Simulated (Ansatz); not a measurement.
C4H6ClF, SMILES `CC/C=C(\F)Cl`. Total charge 0; spin multiplicity 1. The geometry is a stationary point of PBE0-D4/def2-TZVP. It is one conformer, not always the lowest.

```xyz
12

C    -0.079   -0.571    1.563
C    -0.729   -0.147    0.251
C     0.238   -0.150   -0.885
C     0.566    0.917   -1.592
F     0.049    2.121   -1.372
Cl    1.685    0.938   -2.886
H     0.362   -1.568    1.482
H     0.717    0.122    1.846
H    -0.813   -0.595    2.371
H    -1.175    0.844    0.356
H    -1.549   -0.835    0.016
H     0.728   -1.079   -1.151
```

What is the dipole moment at B3LYP/def2-TZVPP? (Estimate.)

Ansatz gave: 1.71 D, with components (-0.45, -1.30, 1.01) D in this frame, pointing from negative to positive charge.

And with PBE, r2SCAN, ωB97M-V? (An estimate is asked.)

Computed: PBE 1.59 D, r2SCAN 1.69 D, ωB97M-V 1.69 D.

Give the Mulliken charges with B3LYP, PBE, r2SCAN in def2-TZVPP. (Estimate.)

Ansatz gave: 
| atom | B3LYP | PBE | r2SCAN |
| --- | --- | --- | --- |
| C1 | -0.24 | -0.24 | -0.12 |
| C2 | -0.05 | -0.06 | 0.04 |
| C3 | -0.18 | -0.17 | -0.18 |
| C4 | 0.23 | 0.19 | 0.23 |
| F5 | -0.18 | -0.13 | -0.17 |
| Cl6 | -0.07 | -0.06 | -0.07 |
| H7 | 0.08 | 0.08 | 0.04 |
| H8 | 0.09 | 0.09 | 0.05 |
| H9 | 0.08 | 0.08 | 0.05 |
| H10 | 0.07 | 0.06 | 0.03 |
| H11 | 0.07 | 0.07 | 0.03 |
| H12 | 0.11 | 0.09 | 0.09 |

B3LYP here is the variant with VWN-RPA as its local correlation; programs differ in this.
